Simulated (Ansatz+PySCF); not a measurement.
# doublet C2H5: levels of theory in one basis

```xyz
7

C     0.0000    0.0170   -0.7455
C     0.0000   -0.0455    0.8537
H     1.0085    0.0159    1.4642
H    -1.0085    0.0159    1.4642
H     0.0000    1.1449   -1.1513
H     0.9627   -0.5030   -1.2132
H    -0.9627   -0.5030   -1.2132
```

Basis set: def2-SVP (spherical functions). Correlated methods keep 2 orbitals frozen. Correlation on ROHF uses semicanonical orbitals with singles. Charge 0, multiplicity 2.

Computed with Ansatz (development build ahead of 0.2.0); each method stands on the lowest determinant of its kind that the runs found.

```csv
method,E − E(ROHF) (eV),<S²> of the determinant
ROHF,0.00,0.75
UHF,-0.14,0.77
ROHF-MP2,-7.53,–
UHF-MP2,-7.53,0.77
ROHF-CCSD,-8.57,–
UHF-CCSD,-8.57,0.77
```

Question: What does ROHF-CCSD(T) give on the same scale?

Answer: -8.80 eV.

Question: Is a single determinant a sound starting point here?

Answer: By this sign, yes. Unrestricted orbitals gain 0.14 eV and <S²> is 0.77 against 0.75 for a pure state.
